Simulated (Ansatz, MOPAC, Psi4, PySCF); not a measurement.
System: C4H5 (charge 0, doublet). SMILES: C(=[CH])C=C
Geometry: optimised at B3LYP-D3(BJ)/def2-TZVP (Ansatz, a quantum-chemistry and plane-wave program).

Property: size of the dipole moment, in D. Terms: LANL2DZ all-electron up to Ne; non-relativistic; 6-311+G** with 5d; spin-orbit terms left out; no dispersion term unless named; 6-31G* and kin with 6d, 5d where marked; UHF or UKS for open shells; PM7 with its own dispersion and hydrogen-bond terms. First-principles rows: single points at B3LYP-D3(BJ) geometries (Ansatz). Semi-empirical rows: dipoles at the shared geometry.

```tsv
level	program	size of the dipole moment (D)
PM7	MOPAC	0.68
SVWN5/6-31G*	Ansatz	0.72
PBE/3-21G	Ansatz	0.72
BP86/def2-SVP	PySCF	0.71
B3LYP/3-21G	Ansatz	0.70
B3LYP/LANL2DZ	Ansatz	0.90
B3LYP/6-31G*	Ansatz	0.65
B3LYP/6-31+G*	Ansatz	0.79
B3LYP/6-31G**	Ansatz	0.64
B3LYP/6-311+G**	Ansatz	0.78
PBE0/6-311+G**	Ansatz	0.77
M06-2X/6-311+G**	PySCF	0.72
wB97X-D/6-311+G**	Psi4	0.79
B3PW91/6-31G* (5d)	PySCF	0.66
```

No value to compare with is used here. The 14 habitual levels span 0.64 (B3LYP/6-31G**) to 0.90 D (B3LYP/LANL2DZ).

The levels are drawn from those run, B3LYP/6-31G* more often than the rest, none by its result; runs whose electronic state is in doubt are left out.
